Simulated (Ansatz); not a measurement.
**AlO (quartet): wave-function methods side by side at distance Al1–O2 = 1.992 Å, 6-31G**

How much of the correlation energy of AlO (quartet) does each wave-function method recover here?

Method: 6-31G, core rule «outside noble gas», up to 6 orbitals frozen; program: Ansatz 0.2.0, Gaussian basis.

Plan: UHF; CCSD(T) on ROHF; CCSD(T) on UHF; BCCD(T) on ROHF; CISD; CCSDT(Q) on ROHF; CCSDT(Q) on UHF; CISDTQ; CCSDTQ on ROHF; CCSDTQ on UHF; CASSCF and MRCISD+Q, 5 electrons in 5 orbitals; CASSCF and NEVPT2, 5 electrons in 5 orbitals; Full CI.

32 further runs of the same task are left out: 10 for a known fault of the program, 16 that didn't finish, 6 set aside as unsound or not needed.

### Step 1. The geometry

The geometry derives from a PBE0/def2-TZVP stationary point (not a proven minimum). One bond is set to the value named and the two fragments are kept rigid.

2 atoms, charge 0, spin multiplicity 4.

Atoms are counted from 1 here; the program's logs count them from 0.

Bond lengths: Al1–O2 1.992 Å.

### Step 2. UHF

in.yaml reads:

```yaml
crystal:
  periodic: [false, false, false]
  atoms:
    - {symbol: Al, position_ang: [0.000000, 0.000000, 0.000000]}
    - {symbol: O, position_ang: [0.000000, 0.000000, 1.992000]}
basis:
  gaussian: {orbitals: 6-31G}
magnetization: {spin_polarized: true, initial_magnetization: 3}
hamiltonian: {xc: hf}
output: {orbitals: {seedname: orbitals}}
```

Command:

```
$ ansatz run in.yaml --threads 1 --pin off --events-out ev --progress --plain --max-ram 2393MiB
```

The runs that follow: CCSD(T) on ROHF; CCSD(T) on UHF; BCCD(T) on ROHF; CISD; CCSDT(Q) on ROHF; CCSDT(Q) on UHF; CISDTQ; CCSDTQ on ROHF; CCSDTQ on UHF; CASSCF and MRCISD+Q, 5 electrons in 5 orbitals; CASSCF and NEVPT2, 5 electrons in 5 orbitals; Full CI.

**Question.** What will the summary of the whole plan be? Wanted: FCI below the RHF energy; RMP2 from FCI; UMP2 from FCI; RCCSD from FCI; RCCSD(T) from FCI; UCCSD(T) from FCI; RCCSDT(Q) from FCI; UCCSDT(Q) from FCI; T1 diagnostic.

**Answer**, as computed:

| quantity | value |
| --- | --- |
| FCI below the RHF energy | -3.5126 eV |
| RMP2 from FCI | +631.0 meV |
| UMP2 from FCI | +670.0 meV |
| RCCSD from FCI | +277.7 meV |
| RCCSD(T) from FCI | +172.3 meV |
| UCCSD(T) from FCI | +179.0 meV |
| RCCSDT(Q) from FCI | -7.0 meV |
| UCCSDT(Q) from FCI | -8.9 meV |
| levels within 1 kcal/mol (43 meV) | RCCSDT, UCCSDT, CISDTQ, RCCSDT(Q), UCCSDT(Q), RCCSDTQ, UCCSDTQ |
| T1 diagnostic | 0.042 |
| effectively unpaired electrons | 3.40 |

RCCSD(T) misses by +172.3 meV, 4.9 % of the correlation energy. RCCSDT(Q), UCCSDT(Q) fall below full CI: unrestricted runs freeze a spin-polarised core, another one than full CI's, and coupled cluster isn't variational. The occupations show some static correlation. These misses are within one basis, not against nature; the frozen cores of restricted and unrestricted runs differ, which can shift their rows.
